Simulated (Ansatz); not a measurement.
**A relaxation, step by step**

C₂H₇N, singlet, PBE0-D4/def2-TZVP (Ansatz 0.2.0). Settings:

```yaml
hamiltonian: {xc: pbe0, dispersion: d4}
relax: {f_tol: 0.005, max_steps: 200}
```

Start, a step off a saddle point along its unstable mode:

```json
{"atom": "N1", "x (Å)": "-1.1730", "y (Å)": "-0.0454", "z (Å)": "-0.0284"}
{"atom": "C2", "x (Å)": "0.1196", "y (Å)": "-0.5790", "z (Å)": "0.1359"}
{"atom": "H3", "x (Å)": "0.3286", "y (Å)": "-1.3934", "z (Å)": "-0.5805"}
{"atom": "H4", "x (Å)": "0.3020", "y (Å)": "-1.0155", "z (Å)": "1.1472"}
{"atom": "C5", "x (Å)": "0.9618", "y (Å)": "0.7280", "z (Å)": "-0.1206"}
{"atom": "H6", "x (Å)": "1.6578", "y (Å)": "0.9673", "z (Å)": "0.7328"}
{"atom": "H7", "x (Å)": "1.6547", "y (Å)": "0.6073", "z (Å)": "-1.0046"}
{"atom": "H8", "x (Å)": "-0.3490", "y (Å)": "1.1034", "z (Å)": "-0.2012"}
{"atom": "H9", "x (Å)": "-1.7106", "y (Å)": "-0.3149", "z (Å)": "-0.8580"}
{"atom": "H10", "x (Å)": "-1.7918", "y (Å)": "-0.0577", "z (Å)": "0.7774"}
```

| step | energy less the last (meV) | largest force component (eV/Å) |
| --- | --- | --- |
| 1 | 2555.7 | 4.117 |
| 2 | 1728.6 | 3.830 |
| 3 | 939.9 | 1.613 |
| 4 | 549.4 | 1.386 |
| 5 | 276.4 | 0.608 |
| 6 | 203.8 | 0.309 |
| 7 | 153.1 | 0.258 |
| 8 | 117.1 | 0.749 |
| 9 | 37.8 | 0.250 |
| 10 | 5.4 | 0.151 |
| 11 | 0.4 | 0.091 |
| 12 | 0.1 | 0.053 |
| 13 | 0.0 | 0.003 |

Step 5, positions (Å) and forces (eV/Å):

```csv
atom,x,y,z,Fx,Fy,Fz
N1,-1.332,-0.098,-0.024,-0.608,-0.261,0.133
C2,0.061,-0.514,0.121,-0.009,-0.010,0.005
H3,0.273,-1.318,-0.589,0.162,-0.020,0.082
H4,0.203,-0.928,1.123,0.150,-0.030,-0.026
C5,0.976,0.692,-0.112,-0.232,-0.022,-0.040
H6,1.624,0.929,0.730,0.079,-0.082,0.040
H7,1.583,0.611,-1.015,0.058,-0.056,0.004
H8,0.266,1.504,-0.247,0.264,0.383,-0.049
H9,-1.780,-0.575,-0.798,0.001,0.074,0.136
H10,-1.874,-0.303,0.811,0.134,0.025,-0.286
```

Step 8, positions (Å) and forces (eV/Å):

```csv
atom,x,y,z,Fx,Fy,Fz
N1,-1.386,-0.162,-0.110,0.168,-0.093,-0.014
C2,0.018,-0.439,0.223,0.038,-0.118,0.051
H3,0.382,-1.359,-0.267,-0.061,0.131,0.154
H4,0.086,-0.629,1.305,-0.054,0.091,-0.225
C5,0.957,0.713,-0.132,0.311,0.119,-0.108
H6,1.931,0.588,0.405,-0.644,0.121,-0.458
H7,1.168,0.745,-1.228,-0.185,0.071,0.749
H8,0.500,1.675,0.175,0.282,-0.454,-0.175
H9,-1.658,-0.605,-0.981,0.089,0.130,0.134
H10,-1.999,-0.525,0.610,0.056,0.002,-0.110
```

Step 9, positions (Å) and forces (eV/Å):

| atom | x | y | z | Fx | Fy | Fz |
| --- | --- | --- | --- | --- | --- | --- |
| N1 | -1.373 | -0.162 | -0.081 | 0.000 | -0.079 | -0.027 |
| C2 | 0.019 | -0.436 | 0.269 | -0.202 | 0.130 | 0.151 |
| H3 | 0.380 | -1.394 | -0.138 | 0.074 | 0.076 | 0.048 |
| H4 | 0.056 | -0.521 | 1.358 | 0.035 | -0.077 | 0.052 |
| C5 | 0.937 | 0.696 | -0.144 | 0.250 | -0.018 | -0.054 |
| H6 | 1.941 | 0.536 | 0.274 | -0.132 | 0.045 | -0.129 |
| H7 | 1.036 | 0.757 | -1.232 | -0.023 | 0.026 | 0.035 |
| H8 | 0.563 | 1.661 | 0.217 | -0.019 | -0.180 | -0.016 |
| H9 | -1.567 | -0.438 | -1.037 | 0.006 | 0.073 | 0.063 |
| H10 | -1.992 | -0.699 | 0.514 | 0.012 | 0.004 | -0.123 |

Last step (13):

N1  (-1.370, -0.172, -0.026)
C2  (0.012, -0.431, 0.352)
H3  (0.391, -1.403, -0.001)
H4  (0.059, -0.457, 1.445)
C5  (0.915, 0.671, -0.162)
H6  (1.950, 0.507, 0.146)
H7  (0.898, 0.711, -1.256)
H8  (0.586, 1.642, 0.214)
H9  (-1.461, -0.167, -1.035)
H10  (-1.980, -0.901, 0.321)
(Å)

The run took about 29 s on 2 CPU threads of an Arm Neoverse V1 (shared host).
